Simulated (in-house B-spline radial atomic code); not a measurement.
# Functionals against successive ionisation energies: P to P⁶⁺

Ionisation energies as differences of self-consistent total energies from an all-electron radial atomic-structure program (B-spline basis): all electrons, radial basis limit, scalar-relativistic (one-electron X2C), spin-polarised at highest spin, spherical densities; exact exchange is averaged over the determinants of each configuration. No spin-orbit coupling, Breit or QED terms. NIST's values run from ground level to ground level, so in open shells the differences also hold multiplet and fine-structure energies that spherical high-spin averages miss. Columns give computed minus NIST, in eV; a star marks a semi-empirical value. Species are left out where the tabulated value is theory, is uncertain by more than 0.12 eV, or (13 ions, such as In⁴⁺, Te⁴⁺ and Bi⁴⁺) lies off its series for all methods alike, which flatters the means a little.

| species | shell | NIST (eV) | PBEsol | TPSS | PBE0 | HSE06 | revTPSS |
| --- | --- | --- | --- | --- | --- | --- | --- |
| P | 3p | 10.49 | 0.00 | +0.18 | +0.09 | +0.08 | +0.16 |
| P⁺ | 3p | 19.77* | +0.05 | +0.18 | +0.11 | +0.10 | +0.16 |
| P²⁺ | 3p | 30.20 | -0.16 | -0.14 | -0.08 | -0.08 | -0.18 |
| P³⁺ | 3s | 51.44 | -0.25 | -0.29 | -0.21 | -0.20 | -0.37 |
| P⁴⁺ | 3s | 65.03 | +0.32 | +0.21 | +0.43 | +0.46 | +0.06 |
| P⁵⁺ | 2p | 220.43 ± 0.005* | +0.13 | +0.86 | +0.35 | +0.32 | +0.57 |
| P⁶⁺ | 2p | 263.57 ± 0.06* | +0.20 | +0.73 | +0.43 | +0.48 | +0.36 |

How do the methods rank, and which species is hardest?

Mean absolute (signed) differences: PBEsol 0.16 (+0.04) eV; PBE0 0.24 (+0.16) eV; HSE06 0.25 (+0.16) eV; revTPSS 0.26 (+0.11) eV; TPSS 0.37 (+0.25) eV. For P³⁺, which loses a 3s electron, the nearest method is off by -0.20 eV, the largest such miss.
